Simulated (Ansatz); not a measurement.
# Which isomer of CH2PSi gives these data?

These gas-phase data were calculated for one isomer of CH2PSi at B3LYP-D3(BJ)/def2-SVP (harmonic, unscaled wavenumbers; equilibrium rotational constants with average atomic masses):

- rotational constants: 20.38, 6.3, 4.955 GHz
- all wavenumbers above 1500 cm⁻¹: 3187, 2055

Candidates:

(1) `[SiH2]C#P`, a doublet
(2) `C1=P[SiH]1`, a doublet

Problem. Which candidate do the data belong to?

Solution. Candidate (2). The band at 3187 cm⁻¹ lies where the C–H stretch is expected; (1) has no mode between 2750 and 3290 cm⁻¹.

The same quantities for all candidates:

```
     rotational constants (GHz)  wavenumbers above 1500 cm⁻¹  E above the lowest, B3LYP-D3(BJ)/def2-SVP (kcal/mol)
(1)         138.3, 2.837, 2.796                   2241, 2216                                                   0.0
(2)           20.38, 6.3, 4.955                   3187, 2055                                                   3.9
```

Harmonic stretches to hydrogen usually lie a few per cent above observed fundamentals. Open shells are spin-unrestricted. Programs: Ansatz 0.2.0.
